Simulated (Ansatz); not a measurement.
Consider the substitution at a C–O bond: `CSC(O)O` + H₂S → `CSC(O)S` + H₂O.

Computed with Ansatz on PBE0-D4/def2-TZVP structures; ΔE is electronic, products minus reactants. CCSD(T)/CBS adds triple-zeta CCSD(T) − MP2 to the extrapolated MP2 energy (def2 sets, frozen cores). This one scheme is used for every species. DFT in def2-TZVPP. Each species was taken in one conformer, which may not be the lowest.

Q: Is it downhill or uphill in electronic energy at CCSD(T)/CBS, and by how much? (Estimate.)

A: Ansatz gave: Nearly level: ΔE = -0.5 kcal/mol.

Q: What do these levels give: PBE-D4, ωB97M-V, B2PLYP, r2SCAN, SCS-MP2/def2-TZVPP, MP2/CBS(def2)? (Estimate.)

A: Ansatz gave: PBE-D4 0.3, ωB97M-V 1.9, B2PLYP 2.0, r2SCAN 2.0, SCS-MP2/def2-TZVPP 0.7, MP2/CBS(def2) -2.8 kcal/mol.

Largest T1 diagnostic among the species: 0.011.

In def2-TZVPP, CCSD(T) changes the Hartree–Fock value by −4.5 kcal/mol (the triples alone add −0.8 kcal/mol) and MP2 by −6.7 kcal/mol. The D4 term adds −2.1 kcal/mol with B3LYP and −1.1 kcal/mol with PBE0; it sums over pairs of atoms, weighted by their polarisabilities, and B3LYP, whose exchange is more repulsive, gets the larger term.

B3LYP here is the variant with VWN-RPA as its local correlation; programs differ in this.
